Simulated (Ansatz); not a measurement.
A CCSD(T) single point on C$_{2}$H$_{2}$O$_{2}$, SMILES `O=C=CO`.

```yaml
crystal:
  periodic: [false, false, false]
  atoms:
    - {symbol: O, position_ang: [0.682104, -1.992465, 0.800239]}
    - {symbol: C, position_ang: [0.449153, -0.969900, 0.307488]}
    - {symbol: C, position_ang: [0.207602, 0.191335, -0.266669]}
    - {symbol: O, position_ang: [-1.088271, 0.646099, -0.411517]}
    - {symbol: H, position_ang: [1.036551, 0.725502, -0.716835]}
    - {symbol: H, position_ang: [-1.245139, 1.335429, 0.241195]}
basis:
  gaussian: {orbitals: def2-SVP}
correlation: {method: ccsd_t}
```

```sh
$ ansatz run in.yaml --threads 2 --pin off --events-out ev --progress --plain --max-ram 4352MiB
```

Output of Ansatz, abridged:

```
Functional definition: HF
651 factors; integrals over basis functions are off by at most 9.9e-4 eV
mean field evaluation 1: about -6157.7262 eV, gradient 3.5e1 eV
mean field evaluation 2: about -6157.7331 eV, gradient 3.5e1 eV
mean field evaluation 4: about -6160.1364 eV, gradient 4.1e0 eV
mean field evaluation 8: about -6160.1851 eV, gradient 2.0e-1 eV
mean field evaluation 16: about -6160.1696 eV, gradient 1.5e0 eV
mean field -6160.18551942 eV, -226.3826423149 hartree, gradient 2.7e-6 eV, S^2 0.000000; 0 other end points of the search recorded, 0 dependent functions left out
4 core orbitals not correlated: weight in the atoms' cores, before any rotation towards them, 1.000 or more for the frozen orbitals, at most 0.000 for the correlated occupied ones
reference -6160.18551942 eV, -226.3826423149 hartree; 11, 11 occupied and 51, 51 virtual orbitals, 651 factors
second order -16.74333872 eV of doubles, -0.00000000 eV of singles
cycle   1  -16.61627963 eV  change    1.3e-1 eV  update   1.1e-1
cycle   2  -17.07250318 eV  change   -4.6e-1 eV  update   3.8e-2
cycle   3  -17.21879905 eV  change   -1.5e-1 eV  update   1.8e-2
cycle   4  -17.21279905 eV  change    6.0e-3 eV  update   4.1e-3
cycle   5  -17.21142679 eV  change    1.4e-3 eV  update   1.6e-3
cycle   6  -17.21237210 eV  change   -9.5e-4 eV  update   6.8e-4
cycle   7  -17.21212360 eV  change    2.5e-4 eV  update   4.1e-4
cycle   8  -17.21197548 eV  change    1.5e-4 eV  update   2.3e-4
cycle   9  -17.21209186 eV  change   -1.2e-4 eV  update   1.3e-4
cycle  10  -17.21206722 eV  change    2.5e-5 eV  update   6.0e-5
cycle  11  -17.21207456 eV  change   -7.3e-6 eV  update   2.8e-5
cycle  12  -17.21209461 eV  change   -2.0e-5 eV  update   1.2e-5
perturbative correction -0.57646540 eV, -0.0211847127 hartree
Total energy: -6177.97407943 eV, -227.0363598377 hartree
```

Run time 1.4 s (2 threads of an Arm Neoverse V1 on a shared host); peak host memory 0.17 GiB.

MP2 recovers 94.1 % of the CCSD(T) correlation energy and the triples give 3.2 %; T1 = 0.0158.
